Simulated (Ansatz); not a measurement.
```yaml
crystal:
  periodic: [false, false, false]
  atoms:
    - {symbol: B, position_ang: [-2.440962, 0.302644, 0.000836]}
    - {symbol: Si, position_ang: [-0.663959, 0.013920, -0.000033]}
    - {symbol: Si, position_ang: [1.534147, -0.177092, -0.000475]}
    - {symbol: H, position_ang: [1.934202, 1.300556, 0.005199]}
basis:
  gaussian: {orbitals: def2-TZVP}
magnetization: {spin_polarized: true, initial_magnetization: 2}
hamiltonian: {xc: pbe0}
relax: {f_tol: 0.004, max_steps: 80}
```

```sh
$ ansatz run in.yaml --threads 1 --pin off --events-out ev --progress --plain --max-ram 2176MiB
```

Steps of the relaxation (energy above the last step; positions in Å, forces in eV/Å):

```
4
step 1, 198.3 meV
B    -2.441    0.303    0.001   -0.957   -0.115   -0.001
Si   -0.664    0.014    0.000    0.792    0.691    0.003
Si    1.534   -0.177    0.000    0.694   -0.508   -0.002
H     1.934    1.301    0.005   -0.529   -0.069    0.000
```

```
4
step 2, 4.2 meV
B    -2.433    0.245    0.001   -0.070   -0.014    0.000
Si   -0.595    0.196    0.001    0.288    0.018    0.000
Si    1.599   -0.263   -0.001   -0.153    0.106    0.000
H     1.792    1.262    0.005   -0.064   -0.110    0.000
```

```
4
step 3, 0.6 meV
B    -2.420    0.243    0.001   -0.032    0.008    0.000
Si   -0.578    0.211    0.001    0.089   -0.026    0.000
Si    1.596   -0.268   -0.001   -0.055    0.029    0.000
H     1.766    1.254    0.005   -0.002   -0.011    0.000
```

```
4
step 7, 0.0 meV
B    -2.400    0.282    0.001    0.001    0.000    0.000
Si   -0.560    0.172    0.001    0.000    0.000    0.000
Si    1.616   -0.273   -0.001   -0.001    0.000    0.000
H     1.708    1.259    0.005   -0.001    0.000    0.000
```

Close pairs at the end: Si3–H4 1.534 Å, B1–Si2 1.843 Å, Si2–Si3 2.221 Å.

A stationary point of unrestricted PBE0 after 7 steps, with ⟨S²⟩ = 2.347 against 2.00 for a pure state; no frequencies were run, so it isn't proven a minimum. 75 s on 1 thread of Arm Neoverse V1, shared host.
